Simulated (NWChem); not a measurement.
# doublet [C3H6]+: levels of theory compared

We compute a comparison of 3 runs (UHF/cc-pVDZ, UMP2/cc-pVDZ, UCCSD/cc-pVDZ) of doublet [C3H6]+. 

The calculation is run with NWChem 7.3.0.

### Step 1. The system as given

[C3H6]+: 9 atoms, total charge +1, spin state doublet. SMILES of the parent species: `C=CC`. The shape is that of a PBE0-D4/def2-TZVP optimisation. That shape belongs to the parent species and isn't relaxed for this state.

Bond lengths: C1–C2 1.325 Å, C2–C3 1.490 Å, C1–H4 1.086 Å, C1–H5 1.084 Å, C2–H6 1.088 Å, C3–H7 1.095 Å, C3–H8 1.095 Å, C3–H9 1.092 Å. Some angles: C1–C2–C3 125.1°, C1–C2–H6 118.7°, C3–C2–H6 116.2°, C2–C1–H4 121.4°, C2–C1–H5 121.6°, C2–C3–H7 111.0°, C2–C3–H8 111.0°, C2–C3–H9 111.5°, H4–C1–H5 117.0°, H7–C3–H8 106.6°.

### Step 2. A single-point energy at UHF/cc-pVDZ (run 1)

m1.nw reads:

```
start m1
title "C3H6"
memory total 2200 mb
charge 1

geometry noautosym nocenter noautoz
  C    -1.129400    0.554100   -0.580200
  C     0.157600    0.266300   -0.447400
  C     0.744900   -0.543600    0.656400
  H    -1.864800    0.202700    0.137400
  H    -1.495500    1.149800   -1.408200
  H     0.857000    0.641500   -1.192300
  H     1.261600   -1.425300    0.264300
  H     1.490400    0.033400    1.212800
  H    -0.021900   -0.879100    1.357300
end

basis spherical bse
  C library cc-pVDZ
  H library cc-pVDZ
end

scf
  doublet
  uhf
  thresh 1e-08
  maxiter 80
end

task scf energy
```

Started as:

```sh
nwchem m1.nw > m1.out
```

Output:

```text
[...]
  functions       =    72
[...]
  wavefunction    = UHF
[...]
         Total SCF energy =   -116.774760377707
      One electron energy =   -290.344018878225
      Two electron energy =    102.571132496561
 Nuclear repulsion energy =     70.998126003957
                       Sz =      0.5000
                 Sz(Sz+1) =      0.7500
                      S^2 =      0.7549
[...]
```

Wall time 8.7 s (1 thread of AMD EPYC 9R45 (Zen 5), shared host); peak memory 0.099 GiB.

### Step 3. A single-point energy at UMP2/cc-pVDZ (run 2)

mol.xyz reads:

```xyz
9

C     -1.129400     0.554100    -0.580200
C      0.157600     0.266300    -0.447400
C      0.744900    -0.543600     0.656400
H     -1.864800     0.202700     0.137400
H     -1.495500     1.149800    -1.408200
H      0.857000     0.641500    -1.192300
H      1.261600    -1.425300     0.264300
H      1.490400     0.033400     1.212800
H     -0.021900    -0.879100     1.357300
```

run.py reads:

```python
from ase.io import read
from ase.calculators.nwchem import NWChem

system = read('mol.xyz')

calc = NWChem(
    label='mol',
    theory='mp2',
    memory='2200 mb',
    basis='cc-pVDZ',
    basispar='spherical bse',
    charge=1,
    scf={'nopen': '1', 'uhf': None, 'thresh': '1e-08', 'maxiter': '80'},
    mp2={'freeze': 'core 3', 'tight': None},
    task='energy',
)
system.calc = calc

print(f"energy = {system.get_potential_energy():.6f} eV")
```

Started as:

```sh
export ASE_NWCHEM_COMMAND="nwchem PREFIX.nwi > PREFIX.nwo"
python run.py
```

Output:

```text
energy = -3187.474444 eV
```

The calculator wrote mol.nwi:

```
title "mol"

permanent_dir mol

scratch_dir mol

start mol

geometry units angstrom nocenter noautosym noautoz
  C  -1.1294000000000000e+00 5.5410000000000004e-01 -5.8020000000000005e-01
  C  1.5759999999999999e-01 2.6629999999999998e-01 -4.4740000000000002e-01
  C  7.4490000000000001e-01 -5.4359999999999997e-01 6.5639999999999998e-01
  H  -1.8648000000000000e+00 2.0269999999999999e-01 1.3739999999999999e-01
  H  -1.4955000000000001e+00 1.1497999999999999e+00 -1.4081999999999999e+00
  H  8.5699999999999998e-01 6.4149999999999996e-01 -1.1922999999999999e+00
  H  1.2616000000000001e+00 -1.4253000000000000e+00 2.6429999999999998e-01
  H  1.4903999999999999e+00 3.3399999999999999e-02 1.2128000000000001e+00
  H  -2.1899999999999999e-02 -8.7909999999999999e-01 1.3573000000000000e+00
end

charge 1

memory 2200 mb

basis spherical bse noprint
   * library cc-pVDZ
end

scf
  nopen 1
  uhf
  thresh 1e-08
  maxiter 80
end
mp2
  freeze core 3
  tight
end

task mp2 energy
```

mol.nwo:

```text
Northwest Computational Chemistry Package (NWChem) 7.3.0
             --------------------------------------------------------

           Job information
           ---------------

    nwchem branch   = 7.3.0
    use scalapack   = T
    input           = mol.nwi
    prefix          = mol.
    data base       = mol/mol.db
    status          = startup
    nproc           =        1

           Memory information
           ------------------

[... 5 lines left out ...]
    hardfail = no
[... 125 lines left out ...]
 1-e energy   =    -281.758179
[... 9 lines left out ...]
 Convergence threshold     :          1.000E-08
[... 17 lines left out ...]
      One electron energy =   -290.344018878208
[... 9 lines left out ...]
          Final alpha eigenvalues
[... 265 lines left out ...]
                     UHF Final Beta Molecular Orbital Analysis
[... 325 lines left out ...]
          ---------------------------------------------------
                    Spin Component Scaled (SCS) MP2
          Same spin pairs                     -0.079329451077
          Same spin scaling factor             0.333333333333
          Opposite spin pairs                 -0.283436381464
          Opposite spin scaling fact.          1.200000000000
          SCS-MP2 correlation energy          -0.366566808116
          Total SCS-MP2 energy              -117.141327185800
          ---------------------------------------------------

 -----------------------
 Task  times  cpu:        9.4s     wall:        9.4s
 Total times  cpu:        9.4s     wall:        9.4s
```

Run time: 10 s. Hardware: 1 thread of AMD EPYC 9R45 (Zen 5), shared host; peak memory 0.15 GiB.

### Step 4. A single-point energy at UCCSD/cc-pVDZ (run 3)

nw.xyz reads:

```xyz
9

C     -1.129400     0.554100    -0.580200
C      0.157600     0.266300    -0.447400
C      0.744900    -0.543600     0.656400
H     -1.864800     0.202700     0.137400
H     -1.495500     1.149800    -1.408200
H      0.857000     0.641500    -1.192300
H      1.261600    -1.425300     0.264300
H      1.490400     0.033400     1.212800
H     -0.021900    -0.879100     1.357300
```

nw.nw reads:

```
start nw
memory total 2200 mb
charge 1

geometry units angstrom noautosym nocenter noautoz
  load format xyz nw.xyz
end

basis spherical bse
  * library cc-pVDZ
end

scf
  doublet
  uhf
  thresh 1e-08
  maxiter 80
end

tce
  scf
  ccsd
  freeze core 3
  maxiter 60
end

task tce energy
```

Started as:

```sh
nwchem nw.nw > nw.out
```

Output:

```text
[...]
  functions       =    72
[...]
  wavefunction    = UHF
[...]
         Total SCF energy =   -116.774760377694
      One electron energy =   -290.344018878219
      Two electron energy =    102.571132496568
 Nuclear repulsion energy =     70.998126003957
                       Sz =      0.5000
                 Sz(Sz+1) =      0.7500
                      S^2 =      0.7549
[...]
         Wavefunction type : Unrestricted Hartree-Fock
          No. of electrons :    23
[...]
         Spin multiplicity : doublet
[...]
 CCSD total energy / hartree       =      -117.185539571856680
[...]
```

Run time: 20 s. Hardware: 1 thread of AMD EPYC 9R45 (Zen 5), shared host; peak memory 0.9 GiB.

### Step 5. All runs side by side

| run | level | module | frozen core orbitals | engine | energy (Eh) | HOMO energy (eV) | LUMO energy (eV) | ⟨S²⟩ | wall time |
| --- | --- | --- | --- | --- | --- | --- | --- | --- | --- |
| 1 | UHF/cc-pVDZ | scf | – | – | -116.774760 | -18.98 | -7.10 | 0.755 | 8.7 s |
| 2 | UMP2/cc-pVDZ | mp2 | 3 | – | -117.137526 | -18.98 | -7.10 | 0.755 | 10 s |
| 3 | UCCSD/cc-pVDZ | tce | 3 | tce | -117.185540 | -18.98 | -7.10 | 0.755 | 20 s |

### Step 6. Results

| quantity | value |
| --- | --- |
| run 3: total energy | -117.18554 Eh |
| run 3: HOMO energy (Hartree–Fock orbitals) (highest over α and β) | -18.98 eV |
| run 3: LUMO energy (Hartree–Fock orbitals) (lowest over α and β) | -7.10 eV |
| run 3: correlation energy (3 core orbitals frozen) | -410.8 mEh |
| run 3: ⟨S²⟩ of the reference determinant | 0.755 |

Below the UHF energy at the same shape and in the same basis (cc-pVDZ): UMP2 -362.8 mEh; UCCSD -410.8 mEh. All runs together took 39 s, the longest 20 s.
